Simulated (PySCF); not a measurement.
## Nuclear quadrupole coupling in `CC[C@@H](F)C=S`

Species: C4H7FS.
Structure used (GFN2-xTB), in Å, numbered top down from 1:
```
atom  x, y, z in Å
C1    -1.791    0.070    0.090
C2    -0.416   -0.442   -0.317
C3     0.704    0.357    0.365
F4     0.662    0.134    1.726
C5     2.051   -0.018   -0.150
S6     2.534    0.235   -1.666
H7    -2.565   -0.544   -0.364
H8    -1.905    0.028    1.170
H9    -1.930    1.099   -0.235
H10   -0.277   -0.358   -1.395
H11   -0.306   -1.491   -0.032
H12    0.526    1.433    0.225
H13    2.709   -0.501    0.567
```

Field gradients from the PBE0/pcSseg-1 density (PySCF, non-relativistic), principal values in atomic units, ordered |Vxx| ≤ |Vyy| ≤ |Vzz|:

```json
{"atom": "S6", "Vxx": "0.9857", "Vyy": "2.0360", "Vzz": "-3.0217"}
```

Task: Find the asymmetry η = (Vxx − Vyy)/Vzz and the couplings χ = eQV/h (234.96 MHz × Q in barn × V in au), with Q(33S) = −0.0678 b.

Result: 
```
atom          environment  nucleus     η  χzz (MHz)  χxx (MHz)  χyy (MHz)
  S6  thiocarbonyl sulfur      33S  0.35      48.14     -15.70     -32.44
```

The tensor is traceless: Vxx + Vyy + Vzz = 0.

Task: What is Vzz at S6 in SI units (1 au = 9.71736 × 10²¹ V/m²)?

Result: -3.0217 au = -29.363 × 10²¹ V/m².

Task: And the gradient at the other heavy atoms, for which no coupling is worked out here?

Result: 
```csv
atom,environment,Vzz (au),η
C1,methyl carbon,0.079,0.27
C2,chain CH2 carbon,0.123,0.48
C3,sp3 C–F carbon,0.517,0.11
F4,alkyl fluorine,3.035,0.04
C5,thiocarbonyl carbon,0.559,0.13
```

Task: What couplings would deuterons (Q(2H) = 0.00286 b) have in place of the hydrogens, at this geometry?

Result: 
| atom | bonded to | bond length (Å) | Vzz (au) | η | χzz (kHz) |
| --- | --- | --- | --- | --- | --- |
| H7 | C1 | 1.087 | 0.3167 | 0.02 | 213 |
| H8 | C1 | 1.087 | 0.3121 | 0.02 | 210 |
| H9 | C1 | 1.088 | 0.3136 | 0.03 | 211 |
| H10 | C2 | 1.091 | 0.2989 | 0.04 | 201 |
| H11 | C2 | 1.092 | 0.3014 | 0.04 | 203 |
| H12 | C3 | 1.100 | 0.2777 | 0.05 | 187 |
| H13 | C5 | 1.086 | 0.3110 | 0.00 | 209 |

Geometry: GFN2-xTB, one conformer, isolated molecule. GFN2-xTB bond lengths can be off by several hundredths of an ångström, more for odd bonds, and the gradients follow them. The basis is small and wasn't made for field gradients, so the couplings can be 20 % off.
